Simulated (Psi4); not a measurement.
thiooxirane (C2H4S), singlet, geometry from GFN2-xTB; R2SCAN/3-21G (Psi4 1.11).

Input for Psi4:
```
memory 2 GB

molecule {
0 1
  C     0.01173100   -0.72708757   -0.79850692
  S     0.00262325   -0.01384904    0.85337863
  C    -0.01656607    0.75261357   -0.77440663
  H    -0.88881533   -1.25980956   -1.07214441
  H     0.93050588   -1.22493589   -1.07717098
  H     0.88233454    1.29402388   -1.03614401
  H    -0.93698668    1.25915021   -1.03111744
}

set basis 3-21g
set reference uks

energy('r2scan')
print_variables()
```

**Question.** What does Psi4 print? Leave out banner, timings and long lists.

**Answer.** 
```
   => Loading Basis Set <=

    Name: 3-21G
    Role: ORBITAL
    Keyword: BASIS

         ---------------------------------------------------------
                                   SCF
               by Justin Turney, Rob Parrish, Andy Simmonett
                          and Daniel G. A. Smith
                              UKS Reference
         ---------------------------------------------------------

  ==> Geometry <==

    Molecular point group: c1
    Full point group: C1

    Geometry (in Angstrom), charge = 0, multiplicity = 1:

       Center              X                  Y                   Z               Mass
    ------------   -----------------  -----------------  -----------------  -----------------
         C            0.011517897293    -0.725962526610    -0.867832158183    12.000000000000
         S            0.002410147293    -0.012723996610     0.784053391817    31.972071174400
         C           -0.016779172707     0.753738613390    -0.843731868183    12.000000000000
         H           -0.889028432707    -1.258684516610    -1.141469648183     1.007825032230
         H            0.930292777293    -1.223810846610    -1.146496218183     1.007825032230
         H            0.882121437293     1.295148923390    -1.105469248183     1.007825032230
         H           -0.937199782707     1.260275253390    -1.100442678183     1.007825032230

  Running in c1 symmetry.

  Rotational constants: A =      0.73674  B =      0.36913  C =      0.27245 [cm^-1]
  Rotational constants: A =  22086.98109  B =  11066.35163  C =   8167.71208 [MHz]
  Nuclear repulsion =  101.924359523802167

  Charge       = 0
  Multiplicity = 1
  Electrons    = 32
  Nalpha       = 16
  Nbeta        = 16

  ==> Algorithm <==

  SCF Algorithm Type is DF.
  DIIS enabled.
  MOM disabled.
  Fractional occupation disabled.
  Guess Type is SAD.
  Energy threshold   = 1.00e-06
  Density threshold  = 1.00e-06
  Integral threshold = 1.00e-12

  ==> Primary Basis <==

  Basis Set: 3-21G
    Blend: 3-21G
    Number of shells: 25
    Number of basis functions: 39
    Number of Cartesian functions: 39
    Spherical Harmonics?: false
    Max angular momentum: 1

  ==> DFT Potential <==

   => LibXC <=

    Version 7.1.2
    S. Lehtola, C. Steigemann, M. J. T. Oliveira, and M. A. L. Marques,  SoftwareX 7, 1–5 (2018) (10.1016/j.softx.2017.11.002)

   => Composite Functional: R2SCAN <=

    r2SCAN Meta-GGA XC Functional  (0.1021/acs.jpclett.0c02405)
[...]
      Ntotal   =   32.0000040251 ; deviation = 4.025e-06

   @Spin Contamination Metric:   8.881784197E-15
   @S^2 Expected:                0.000000000E+00
   @S^2 Observed:                8.881784197E-15
   @S   Expected:                0.000000000E+00
   @S   Observed:                0.000000000E+00

    Orbital Energies [Eh]
    ---------------------

    Alpha Occupied:

[...]
      16A     -0.201820

    Alpha Virtual:

[...]
    Beta Occupied:

[...]
      16A     -0.201820

    Beta Virtual:

[...]
    Final Occupation by Irrep:
              A
    DOCC [    16 ]
    SOCC [     0 ]
    NA   [    16 ]
    NB   [    16 ]

  @DF-UKS Final Energy:  -474.26343476422011

   => Energetics <=

    Nuclear Repulsion Energy =            101.9243595238021669
    One-Electron Energy =                -853.8963816807695366
    Two-Electron Energy =                 315.5725857307015758
    DFT Exchange-Correlation Energy =     -37.8639983379543636
    Empirical Dispersion Energy =           0.0000000000000000
    VV10 Nonlocal Energy =                  0.0000000000000000
    Total Energy =                       -474.2634347642201078

  UHF NO Occupations:
  HONO-2 :   14  A 2.0000000
  HONO-1 :   15  A 2.0000000
  HONO-0 :   16  A 2.0000000
  LUNO+0 :   17  A 0.0000000
  LUNO+1 :   18  A 0.0000000
  LUNO+2 :   19  A 0.0000000
  LUNO+3 :   20  A 0.0000000

Computation Completed

Properties will be evaluated at   0.000000,   0.000000,   0.000000 [a0]

Properties computed using the SCF density matrix

 Multipole Moments:

 ------------------------------------------------------------------------------------
     Multipole            Electronic (a.u.)      Nuclear  (a.u.)        Total (a.u.)
 ------------------------------------------------------------------------------------

 L = 1.  Multiply by 2.5417464519 to convert [e a0] to [Debye]
 Dipole X            :          0.0103582           -0.0128866           -0.0025284
 Dipole Y            :         -0.0546843            0.0680328            0.0133484
 Dipole Z            :          3.3696515           -4.1921830           -0.8225315
 Magnitude           :                                                    0.8226437

 ------------------------------------------------------------------------------------

  Variable Map:
  ----------------------------------------------------------------------------
[...]
  Array Variable Map:
  ----------------------------------------------------------------------------
[...]
[...]
```
